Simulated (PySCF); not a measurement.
# Boron: a sound run and one with changed settings

Sound run: B [He] 2s2 2p1, B⁺ [He] 2s2. All numbers are calculated (PySCF 2.14, no relativity, point nucleus, in aug-cc-pVDZ). In the sound run the correlated levels freeze 1s2. The sound run starts from symmetry-adapted Hartree-Fock orbitals and uses a fine grid where one is needed.

Changed run: a valence shell is frozen. This setting is unsound on purpose.

Ionisation energy of B:

```json
{"method": "UHF", "sound run (eV)": "8.043", "changed run (eV)": "8.043"}
{"method": "MP2", "sound run (eV)": "8.163", "changed run (eV)": "8.043"}
{"method": "SCS-MP2", "sound run (eV)": "8.127", "changed run (eV)": "8.043"}
{"method": "CCSD", "sound run (eV)": "8.068", "changed run (eV)": "8.043"}
{"method": "CCSD(T)", "sound run (eV)": "8.093", "changed run (eV)": "8.043"}
{"method": "CCSDT", "sound run (eV)": "n/a", "changed run (eV)": "8.043"}
{"method": "FCI", "sound run (eV)": "n/a", "changed run (eV)": "8.043"}
```

Freezing a valence shell removes pair correlation that changes on ionisation.

For comparison, NIST gives 8.298 eV between the lowest levels.
